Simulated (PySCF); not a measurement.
# C4H4FN: NMR shifts at several levels of theory, part 2 of 2

PySCF 2.14.0. Atoms count from 0. Earlier steps stand in the parts before.

### 6 NMR shieldings: BLYP/pcSseg-2

Job settings and geometry (Å):

```
{"job": {"kind": "nmr", "xc": "BLYP", "basis": "pcSseg-2", "pop": false}, "charge": 0, "multiplicity": 1}
C     -1.220088    -0.108884     0.232675
C      0.060891    -0.754455    -0.157146
C      1.249739    -0.144691    -0.211631
F      2.356919    -0.792813    -0.570849
C      1.461150     1.238042     0.101418
N      1.620840     2.357909     0.354113
H     -1.945943    -0.160397    -0.595096
H     -1.087274     0.945954     0.510392
H     -1.674459    -0.638627     1.085269
H      0.058581    -1.815443    -0.428255
```

Method: GIAO BLYP/pcSseg-2 NMR shielding, non-relativistic, gas phase.

Output:

```text
coarse grid: 8976 points
cycle   1  E = -309.3190628848  dE =  6.643e-01  |g| = 7.132e-01  |ddm| = 2.334e+00
cycle   2  E = -308.8532822102  dE =  4.658e-01  |g| = 1.631e+00  |ddm| = 1.642e+00
cycle   3  E = -309.3704743789  dE = -5.172e-01  |g| = 4.765e-01  |ddm| = 1.235e+00
cycle   4  E = -309.4180863508  dE = -4.761e-02  |g| = 1.201e-01  |ddm| = 3.399e-01
cycle   5  E = -309.4201784107  dE = -2.092e-03  |g| = 6.599e-02  |ddm| = 1.310e-01
cycle   6  E = -309.4212801074  dE = -1.102e-03  |g| = 2.433e-02  |ddm| = 6.322e-02
cycle   7  E = -309.4213933629  dE = -1.133e-04  |g| = 6.808e-03  |ddm| = 1.831e-02
cycle   8  E = -309.4214031621  dE = -9.799e-06  |g| = 1.386e-03  |ddm| = 4.772e-03
final grid: 88920 points
cycle   9  E = -309.4335349467  dE = -8.964e-05  |g| = 9.431e-03  |ddm| = 4.795e-02
cycle  10  E = -309.4334830244  dE =  5.192e-05  |g| = 1.872e-02  |ddm| = 1.709e-02
cycle  11  E = -309.4335477450  dE = -6.472e-05  |g| = 4.973e-03  |ddm| = 1.312e-02
cycle  12  E = -309.4335530356  dE = -5.291e-06  |g| = 1.340e-03  |ddm| = 3.354e-03
cycle  13  E = -309.4335533191  dE = -2.834e-07  |g| = 5.658e-04  |ddm| = 1.163e-03
cycle  14  E = -309.4335533764  dE = -5.728e-08  |g| = 2.355e-04  |ddm| = 4.598e-04
cycle  15  E = -309.4335533899  dE = -1.350e-08  |g| = 6.254e-05  |ddm| = 1.870e-04
cycle  16  E = -309.4335533909  dE = -1.061e-09  |g| = 1.523e-05  |ddm| = 6.031e-05
cycle  17  E = -309.4335533910  dE = -5.218e-11  |g| = 2.641e-06  |ddm| = 1.376e-05
converged SCF energy = -309.4335533910

GIAO shielding tensors (ppm)
atom      isotropic    diamagn.    paramagn.     s11        s22        s33       span
  0 C      159.500     238.355     -78.855    145.494    159.291    173.714     28.220
  1 C       42.593     255.000    -212.406    -65.543     48.803    144.521    210.064
  2 C       29.197     248.457    -219.260    -57.471     64.112     80.951    138.422
  3 F      279.250     466.417    -187.167    226.875    286.105    324.770     97.895
  4 C       58.280     261.384    -203.104    -53.776    -52.556    281.171    334.946
  5 N      -70.417     332.981    -403.399   -232.685   -189.735    211.167    443.851
  6 H       29.472      29.255       0.217     25.794     27.136     35.486      9.692
  7 H       29.116      31.049      -1.933     25.442     29.393     32.513      7.071
  8 H       29.487      29.181       0.306     25.802     27.174     35.483      9.681
  9 H       25.233      31.331      -6.098     23.301     24.192     28.205      4.903
```

Run time: 37 s. Hardware: 1 thread, shared host.

In short: δ C2 145.8, C1 132.4, C4 116.7, C0 15.5, H9 6.14, H6 2.02 ppm (means over like atoms).

### 7 Shielding tensors: BP86/pcSseg-2

Same as in step 6 but for these lines:

```diff
@@ -1,2 +1,2 @@
-{"job": {"kind": "nmr", "xc": "BLYP", "basis": "pcSseg-2", "pop": false}, "charge": 0, "multiplicity": 1}
+{"job": {"kind": "nmr", "xc": "BP86", "basis": "pcSseg-2", "pop": false}, "charge": 0, "multiplicity": 1}
 C     -1.220088    -0.108884     0.232675
```

Method: GIAO BP86/pcSseg-2 NMR shielding, non-relativistic, gas phase.

Output:

```text
coarse grid: 8976 points
cycle   1  E = -309.4081033802  dE =  6.679e-01  |g| = 6.708e-01  |ddm| = 2.379e+00
cycle   2  E = -309.0032553303  dE =  4.048e-01  |g| = 1.524e+00  |ddm| = 1.413e+00
cycle   3  E = -309.4538529344  dE = -4.506e-01  |g| = 4.489e-01  |ddm| = 1.089e+00
cycle   4  E = -309.4961874428  dE = -4.233e-02  |g| = 1.130e-01  |ddm| = 3.034e-01
cycle   5  E = -309.4981611041  dE = -1.974e-03  |g| = 5.895e-02  |ddm| = 1.186e-01
cycle   6  E = -309.4990524612  dE = -8.914e-04  |g| = 2.218e-02  |ddm| = 5.501e-02
cycle   7  E = -309.4991493586  dE = -9.690e-05  |g| = 5.650e-03  |ddm| = 1.596e-02
cycle   8  E = -309.4991553527  dE = -5.994e-06  |g| = 1.150e-03  |ddm| = 3.850e-03
final grid: 88920 points
cycle   9  E = -309.5057396850  dE = -9.791e-05  |g| = 5.630e-03  |ddm| = 4.853e-02
cycle  10  E = -309.5057246160  dE =  1.507e-05  |g| = 9.753e-03  |ddm| = 9.553e-03
cycle  11  E = -309.5057435086  dE = -1.889e-05  |g| = 3.988e-03  |ddm| = 6.916e-03
cycle  12  E = -309.5057468949  dE = -3.386e-06  |g| = 6.483e-04  |ddm| = 2.410e-03
cycle  13  E = -309.5057469356  dE = -4.073e-08  |g| = 4.907e-04  |ddm| = 7.533e-04
cycle  14  E = -309.5057469927  dE = -5.713e-08  |g| = 8.455e-05  |ddm| = 3.678e-04
cycle  15  E = -309.5057469942  dE = -1.448e-09  |g| = 3.601e-05  |ddm| = 8.209e-05
cycle  16  E = -309.5057469945  dE = -2.911e-10  |g| = 1.006e-05  |ddm| = 2.758e-05
converged SCF energy = -309.5057469945

GIAO shielding tensors (ppm)
atom      isotropic    diamagn.    paramagn.     s11        s22        s33       span
  0 C      163.688     240.505     -76.817    149.620    164.383    177.062     27.443
  1 C       47.549     256.733    -209.184    -59.926     53.307    149.267    209.193
  2 C       34.377     250.004    -215.627    -50.543     68.126     85.548    136.092
  3 F      278.761     465.111    -186.350    224.327    282.326    329.630    105.303
  4 C       61.414     262.698    -201.284    -49.148    -47.828    281.218    330.366
  5 N      -66.808     332.332    -399.140   -229.150   -185.208    213.932    443.082
  6 H       29.372      29.025       0.348     25.591     26.915     35.611     10.019
  7 H       28.990      31.125      -2.136     25.199     29.176     32.595      7.397
  8 H       29.386      28.923       0.463     25.598     26.952     35.607     10.009
  9 H       25.081      31.126      -6.046     23.345     23.953     27.945      4.601
```

Run time: 35 s. Hardware: 1 thread, shared host.

Key values: δ C2 144.8, C1 131.6, C4 117.8, C0 15.5, H9 6.15, H6 1.98 ppm (means over like atoms).

### 8 Nuclear shieldings: OPBE/pcSseg-2

Same as in step 7 but for these lines:

```diff
@@ -1,2 +1,2 @@
-{"job": {"kind": "nmr", "xc": "BP86", "basis": "pcSseg-2", "pop": false}, "charge": 0, "multiplicity": 1}
+{"job": {"kind": "nmr", "xc": "OPBE", "basis": "pcSseg-2", "pop": false}, "charge": 0, "multiplicity": 1}
 C     -1.220088    -0.108884     0.232675
```

Method: GIAO OPBE/pcSseg-2 NMR shielding, non-relativistic, gas phase.

Output:

```text
coarse grid: 8976 points
cycle   1  E = -309.2755332964  dE =  6.635e-01  |g| = 6.476e-01  |ddm| = 2.381e+00
cycle   2  E = -308.9250917524  dE =  3.504e-01  |g| = 1.432e+00  |ddm| = 1.536e+00
cycle   3  E = -309.3167458761  dE = -3.917e-01  |g| = 4.310e-01  |ddm| = 1.114e+00
cycle   4  E = -309.3565525758  dE = -3.981e-02  |g| = 1.061e-01  |ddm| = 3.267e-01
cycle   5  E = -309.3583211098  dE = -1.769e-03  |g| = 5.321e-02  |ddm| = 1.148e-01
cycle   6  E = -309.3590492080  dE = -7.281e-04  |g| = 2.102e-02  |ddm| = 5.535e-02
cycle   7  E = -309.3591434773  dE = -9.427e-05  |g| = 4.961e-03  |ddm| = 1.561e-02
cycle   8  E = -309.3591486437  dE = -5.166e-06  |g| = 1.010e-03  |ddm| = 3.655e-03
final grid: 88920 points
cycle   9  E = -309.3509961775  dE = -2.683e-04  |g| = 1.314e-02  |ddm| = 1.059e-01
cycle  10  E = -309.3509545058  dE =  4.167e-05  |g| = 2.011e-02  |ddm| = 2.839e-02
cycle  11  E = -309.3510202550  dE = -6.575e-05  |g| = 5.250e-03  |ddm| = 1.849e-02
cycle  12  E = -309.3510257068  dE = -5.452e-06  |g| = 1.688e-03  |ddm| = 3.813e-03
cycle  13  E = -309.3510261819  dE = -4.751e-07  |g| = 6.931e-04  |ddm| = 1.122e-03
cycle  14  E = -309.3510262811  dE = -9.925e-08  |g| = 2.120e-04  |ddm| = 4.685e-04
cycle  15  E = -309.3510262913  dE = -1.016e-08  |g| = 1.042e-04  |ddm| = 2.617e-04
cycle  16  E = -309.3510262943  dE = -2.993e-09  |g| = 2.043e-05  |ddm| = 7.658e-05
cycle  17  E = -309.3510262944  dE = -8.725e-11  |g| = 3.783e-06  |ddm| = 2.004e-05
converged SCF energy = -309.3510262944

GIAO shielding tensors (ppm)
atom      isotropic    diamagn.    paramagn.     s11        s22        s33       span
  0 C      168.756     246.068     -77.312    154.752    170.075    181.441     26.689
  1 C       57.183     260.023    -202.840    -46.275     62.412    155.412    201.687
  2 C       44.490     254.118    -209.628    -36.307     76.940     92.836    129.143
  3 F      279.469     465.323    -185.853    219.324    284.928    334.156    114.832
  4 C       68.362     263.002    -194.640    -39.079    -37.099    281.264    320.344
  5 N      -53.204     340.286    -393.490   -211.131   -169.495    221.014    432.145
  6 H       29.365      29.023       0.343     25.501     26.778     35.816     10.315
  7 H       28.926      32.523      -3.597     24.989     29.009     32.778      7.789
  8 H       29.380      28.779       0.601     25.506     26.821     35.813     10.307
  9 H       25.041      31.256      -6.216     23.514     23.779     27.829      4.315
```

Run time: 37 s. Hardware: 1 thread, shared host.

In short: δ C2 139.9, C1 127.2, C4 116.1, C0 15.7, H9 6.16, H6 1.98 ppm (means over like atoms).

### 9 Side by side: NMR shifts

Shifts (ppm) of some atoms, chosen among heavy atoms and hydrogens apart, means over like atoms, with basis size and wall time:

| run | C2 | C1 | C4 | H9 | H6 | F3 | N5 | functions | time |
| --- | --- | --- | --- | --- | --- | --- | --- | --- | --- |
| HF/pcSseg-2 | 140.9 | 137.3 | 116.2 | 6.50 | 1.99 | -113.1 | 335.8 | 272 | 14 s |
| LDA/pcSseg-2 | 149.5 | 137.3 | 123.2 | 6.31 | 1.98 | -139.0 | 345.9 | 272 | 29 s |
| PBE/pcSseg-2 | 145.1 | 131.9 | 118.3 | 6.18 | 1.99 | -133.8 | 329.0 | 272 | 35 s |
| BLYP/pcSseg-2 | 145.8 | 132.4 | 116.7 | 6.14 | 2.02 | -136.1 | 328.0 | 272 | 37 s |
| BP86/pcSseg-2 | 144.8 | 131.6 | 117.8 | 6.15 | 1.98 | -134.8 | 326.0 | 272 | 35 s |
| OPBE/pcSseg-2 | 139.9 | 127.2 | 116.1 | 6.16 | 1.98 | -124.3 | 316.0 | 272 | 37 s |

### 10 Outcome

This closing draws on all 2 parts.

```
                                                            quantity                          value
                                                         point group                             Cs
                                rotational constants (main isotopes)           4.45, 3.38, 1.94 GHz
                                13C shifts against TMS (HF/pcSseg-2)  140.9, 137.3, 116.2, 12.8 ppm
1H shifts against TMS (HF/pcSseg-2, means over atoms taken as alike)                 6.50, 1.99 ppm
                              19F shifts against CFCl3 (HF/pcSseg-2)                     -113.1 ppm
                                15N shifts against NH3 (HF/pcSseg-2)                      335.8 ppm
                                            range of the shift of N5             316.0 to 345.9 ppm
```

**Reading.** Single values in the summary come from the first run of each kind that ended normally (HF/pcSseg-2), which need not be the best level. The optimisation took 6 steps and gained 0.042 eV; among the close pairs (by a distance rule), C2–F3 changed most, from 1.353 to 1.332 Å. No frequency check was run at this level, so the end point may be a saddle. H9 (hydrogen on an alkene CH) lies farthest downfield among hydrogen, at 6.50 ppm; attached to an sp2 carbon and in the plane of the double bond. At HF/pcSseg-2: The widest tensor belongs to N5: span 448 ppm, with a paramagnetic part of -407 ppm. Across the 6 runs the shift of N5 moves most, between 316.0 (OPBE/pcSseg-2) and 345.9 ppm (LDA/pcSseg-2).
